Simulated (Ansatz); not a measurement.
Cost and result for the atomization energy of C$_{3}$H$_{4}$F$_{2}$ (`F/C=C\CF`) (9 atoms, 8 bonds).

Z-matrix (Å, degrees):
```
C
F 1 1.387
C 1 1.485 2 109.9
H 1 1.091 2 108.2 3 121.9
H 1 1.095 2 107.0 3 -120.6
C 3 1.320 1 124.9 2 124.5
H 3 1.084 1 118.0 2 -55.6
F 6 1.336 3 122.6 1 0.1
H 6 1.084 3 125.2 1 179.6
```

Total charge 0; spin multiplicity 1. The structure was optimised at the PBE0-D4/def2-TZVP level. It is one conformer, not always the lowest. Program: Ansatz. Hardware: A = 2 threads of an AMD EPYC 7R13 on a shared host; B = 2 threads of an AMD EPYC 7R13 on a shared host and a share of an NVIDIA H100 80 GB. Times are those of one run each, without the atoms' runs, and a repeat can differ threefold. Electronic energies, without spin–orbit coupling; frozen cores. CCSD(T)/CBS extrapolates def2-TZVPP and def2-QZVPP, and its time is that of the two runs behind it. T1 = 0.012. B3LYP takes the VWN-RPA correlation (the form of Gaussian; ORCA's B3LYP/G).

CCSD(T)/CBS is a level of theory with its own doubt, some kJ/mol a heavy atom from the limit and from the frozen cores, so smaller differences don't rank the functionals.

```tsv
level	functions	wall time
PBE-D4/def2-TZVPP (with forces) [A]	211	2.4 s
PBE0-D4/def2-TZVPP [A]	211	2.5 s
B3LYP-D4/def2-TZVPP (with forces) [A]	211	3.5 s
r2SCAN-D4/def2-TZVPP (with forces) [A]	211	3.8 s
B2PLYP/def2-TZVPP [A]	211	4.9 s
ωB97X-V/def2-TZVPP [A]	211	5.5 s
ωB97M-V/def2-TZVPP (with forces) [A]	211	8.5 s
CCSD(T)/def2-TZVPP [B]	211	14 s
CCSD(T)/def2-QZVPP [B]	405	23 s
CCSD(T)/CBS(def2)	–	37 s
```

Task: What atomization energy does each give, and how far from CCSD(T)/CBS? (Best estimate.)

Result: The calculation gave: 
| level | atomization (kcal/mol) | difference from CCSD(T)/CBS | per bond |
| --- | --- | --- | --- |
| PBE-D4/def2-TZVPP (with forces) [A] | 906.6 | 33.1 | 4.1 |
| PBE0-D4/def2-TZVPP [A] | 882.4 | 8.9 | 1.1 |
| B3LYP-D4/def2-TZVPP (with forces) [A] | 875.3 | 1.8 | 0.2 |
| r2SCAN-D4/def2-TZVPP (with forces) [A] | 879.2 | 5.7 | 0.7 |
| B2PLYP/def2-TZVPP [A] | 867.9 | -5.6 | -0.7 |
| ωB97X-V/def2-TZVPP [A] | 876.0 | 2.5 | 0.3 |
| ωB97M-V/def2-TZVPP (with forces) [A] | 877.8 | 4.3 | 0.5 |
| CCSD(T)/def2-TZVPP [B] | 852.4 | -21.1 | -2.6 |
| CCSD(T)/def2-QZVPP [B] | 864.9 | -8.6 | -1.1 |
| CCSD(T)/CBS(def2) | 873.5 | 0.0 | 0.0 |

The D4 term adds +4.8 kcal/mol with B3LYP and +2.5 kcal/mol with PBE0; it sums over pairs of atoms, weighted by their polarisabilities, and B3LYP, whose exchange is more repulsive, gets the larger term. From PBE to PBE0 (25 % exact exchange), in def2-TZVPP and without D4, the atomization energy moves by −23.6 kcal/mol: exact exchange takes away binding that semilocal exchange gives to molecules. In def2-TZVPP, CCSD(T) changes the Hartree–Fock value by +220.8 kcal/mol (the triples alone add +14.9 kcal/mol) and MP2 by +243.1 kcal/mol; breaking electron pairs costs correlation energy, which Hartree–Fock lacks.
